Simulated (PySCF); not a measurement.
Cyclooctatetraene radical anion, C8H8 (charge -1 and doublet state).
SMILES with atom numbers: `[CH:1]1=[CH:2]\[CH:3]=[CH:4]/[CH:5]=[CH:6]\[CH:7]=[CH:8]/1` (hydrogens: H9 on C1; H10 on C2; H11 on C3; H12 on C4; H13 on C5; H14 on C6; H15 on C7; H16 on C8)

A GFN2-xTB structure was refined with PBE0-D3(BJ)/def2-SVP geometry optimisation, gas phase (PySCF 2.14.0). Its GFN2-xTB values:

| coordinate | GFN2-xTB |
| --- | --- |
| C1=C2 | 1.365 Å |
| C1–C8 | 1.426 Å |
| C1–H9 | 1.093 Å |
| C2–C1–C8 | 135.0° |

Question: How do these coordinates change at the PBE0-D3(BJ)/def2-SVP level?

Answer: 
```csv
coordinate,PBE0-D3(BJ)/def2-SVP (Å or °),change
C1=C2,1.378,+0.013
C1–C8,1.438,+0.012
C1–H9,1.099,+0.006
C2–C1–C8,135.0,0.0
```

The energy falls by 0.039 eV over 5 energy and gradient evaluations, the largest force component goes from 0.0064 to 1.2e-04 Eh/bohr, and the atoms move by 0.021 Å rms after alignment. Among the bonds, C1=C2, C2–C3, C3=C4, C4–C5, C5=C6, C6–C7, C7=C8 and C1–C8 change most and about equally (+0.012 to +0.013 Å). Bonds longer at the end by more than 0.005 Å: 16 of 16; shorter: 0. Rotational constants go from 2608, 2606, 1304 to 2563, 2561, 1281 MHz.

The run used 152 basis functions and 41 SCF cycles in all. Hardware: one thread, Arm Neoverse V1 (shared host). Cost: 78 s of wall time.

Not checked by PBE0-D3(BJ)/def2-SVP frequencies. ⟨S²⟩ = 0.753 (exact for a doublet: 0.75). Whether the extra electron is bound in the gas phase wasn't checked; a finite basis holds it in any case.

One conformer stands for the species.
